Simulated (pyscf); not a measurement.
A first-order saddle from PySCF, ωB97X-D3(BJ)/def2-SVP:

```xyz
11

S     -1.2931     0.5981     1.9386
Mo    -1.9901    -0.2750     0.0732
F     -1.4980    -1.3361    -1.3674
F     -3.7927    -0.0416    -0.2009
F     -2.3495    -1.8829     0.8795
F     -1.9414     1.3053    -0.9352
Si     0.4429     1.4738     0.4988
H     -0.2696    -0.0163    -0.2286
H      1.5651     0.7682     1.1589
H      0.6953     1.6862    -0.9523
H      0.1679     2.8203     1.0669
```

Surface: singlet, charge 0. Lowest wavenumbers (cm⁻¹): 343i, 34, 60, 98, 196.

Task: Which two sides does it connect, and which bonds change?

Result: F–Mo(F)(F)(F)=S + SiH₄ <-> F–MoH(F)(F)(F)–S–SiH₃, an addition across a multiple bond or ene-type step read from left to right: H–Si broken and S–Si, H–Mo formed. At ωB97M-D3(BJ)/def2-TZVP it lies +163.2 kJ/mol from the left side and +100.2 kJ/mol from the right (each side as separated species at their lowest minima found). This is the saddle that the search found; another between the same sides may lie lower. Elements past Kr carry the def2 core potentials, without spin-orbit coupling.
